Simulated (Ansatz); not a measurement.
BaAs2Rh2: computed properties

These are results of DFT r2SCAN, scalar-relativistic, plane waves, PAW (Ansatz 0.2.0), not measurements.

Cutoff 500 eV; k points 12×12×12 on the computed 5-atom cell (Γ-centred); Gaussian smearing, width 0.10 eV; no spin polarisation.

The structure is relaxed at this level of theory with its symmetry kept. Whether it is the stable form of this composition wasn't checked.

```
Ba As Rh
1.0
    -2.02748    2.02748    6.50748
     2.02748   -2.02748    6.50748
     2.02748    2.02748   -6.50748
Ba As Rh
1 2 2
Direct
  0.00000 0.00000 0.00000
  0.35500 0.35500 0.00000
  0.64500 0.64500 0.00000
  0.75000 0.25000 0.50000
  0.25000 0.75000 0.50000
```

- Space group: I4/mmm (No. 139)
- Volume per atom: 21.40 Å³
- Formation energy from the elements' standard states (uncorrected): -0.937 eV/atom
- Generalised Kohn–Sham band gap: none (metal)
- Density of states at the Fermi level: 3.29 states/eV per cell
- Löwdin character within 0.5 eV of the Fermi level: Rh 4d 47 %, As 4p 32 %, unprojected 15 %
- Bulk modulus: 81 GPa
- Its pressure derivative: 4.9
- Bader charges (e): Ba (1 in the cell) 1.29, As (2 in the cell) -0.40, Rh (2 in the cell) -0.25

Spin-orbit coupling is left out, which matters for the bands of heavy elements.

Cost: 9 runs of about 72 core-minutes in all, on Arm Neoverse V1 (shared hosts).